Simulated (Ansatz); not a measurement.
# CH₃O (doublet): from Hartree-Fock to the top rungs, cc-pVDZ

How much of the correlation energy of CH₃O (doublet) does each wave-function method recover here?

Method: cc-pVDZ, core rule «outside noble gas», up to 2 orbitals frozen; program: Ansatz 0.2.0, Gaussian basis.

To be run: UHF; CCSD(T) on ROHF; CCSD(T) on UHF; BCCD(T) on ROHF; CISD; CCSDT(Q) on ROHF; CCSDT(Q) on UHF; CASSCF and NEVPT2, 13 electrons in 11 orbitals.

21 further runs of the same task are left out: 1 for a mislabelled method, 8 that didn't finish, 12 set aside as unsound or not needed.

## (1) The system

The geometry is a PBE0/def2-TZVP stationary point (not a proven minimum).

5 atoms, charge 0, spin multiplicity 2.

Atoms are counted from 1 here; the program's logs count them from 0.

Bond lengths: O1–C2 1.356 Å, C2–H3 1.104 Å, C2–H4 1.098 Å, C2–H5 1.104 Å. Angles: O1–C2–H3 108.9°, O1–C2–H4 114.9°, O1–C2–H5 108.9°, H3–C2–H4 110.0°, H3–C2–H5 103.7°, H4–C2–H5 110.0°.

Coordinates:

```xyz
5
charge 0, multiplicity 2
O     0.00000    0.00111    0.69506
C     0.00000    0.00944   -0.66078
H     0.86864   -0.56942   -1.02145
H     0.00000    1.00884   -1.11620
H    -0.86864   -0.56942   -1.02145
```

## (2) UHF

The input, in.yaml:

```yaml
crystal:
  periodic: [false, false, false]
  atoms:
    - {symbol: O, position_ang: [0.000000, 0.001105, 0.695061]}
    - {symbol: C, position_ang: [0.000000, 0.009438, -0.660775]}
    - {symbol: H, position_ang: [0.868643, -0.569422, -1.021453]}
    - {symbol: H, position_ang: [0.000000, 1.008845, -1.116196]}
    - {symbol: H, position_ang: [-0.868643, -0.569422, -1.021453]}
basis:
  gaussian: {orbitals: cc-pVDZ}
magnetization: {spin_polarized: true, initial_magnetization: 1}
hamiltonian: {xc: hf}
output: {orbitals: {seedname: orbitals}}
```

Run with:

```bash
$ ansatz run in.yaml --threads 1 --pin off --events-out ev --progress --plain --max-ram 2393MiB
```

The runs that follow: CCSD(T) on ROHF; CCSD(T) on UHF; BCCD(T) on ROHF; CISD; CCSDT(Q) on ROHF; CCSDT(Q) on UHF; CASSCF and NEVPT2, 13 electrons in 11 orbitals.

Q: Predict the results of all the runs planned. Wanted: UCCSDT(Q) below the RHF energy; RMP2 from UCCSDT(Q); UMP2 from UCCSDT(Q); RCCSD from UCCSDT(Q); RCCSD(T) from UCCSDT(Q); UCCSD(T) from UCCSDT(Q); RCCSDT(Q) from UCCSDT(Q); NEVPT2 valence from UCCSDT(Q); T1 diagnostic.

As calculated:

```
                         quantity                                                   value
   UCCSDT(Q) below the RHF energy                                              -9.0063 eV
              RMP2 from UCCSDT(Q)                                             +1065.0 meV
              UMP2 from UCCSDT(Q)                                             +1066.8 meV
             RCCSD from UCCSDT(Q)                                              +214.8 meV
          RCCSD(T) from UCCSDT(Q)                                               +31.0 meV
          UCCSD(T) from UCCSDT(Q)                                               +30.6 meV
         RCCSDT(Q) from UCCSDT(Q)                                                +1.1 meV
    NEVPT2 valence from UCCSDT(Q)                                             +1167.1 meV
levels within 1 kcal/mol (43 meV)  RCCSD(T), UCCSD(T), BCCD(T), RCCSDT, UCCSDT, RCCSDT(Q)
                    T1 diagnostic                                                   0.020
   effectively unpaired electrons                                                    1.02
```

RCCSD(T) misses by +31.0 meV, 0.3 % of the correlation energy. One determinant dominates. These misses are within one basis, not against nature; the frozen cores of restricted and unrestricted runs differ, which can shift their rows.
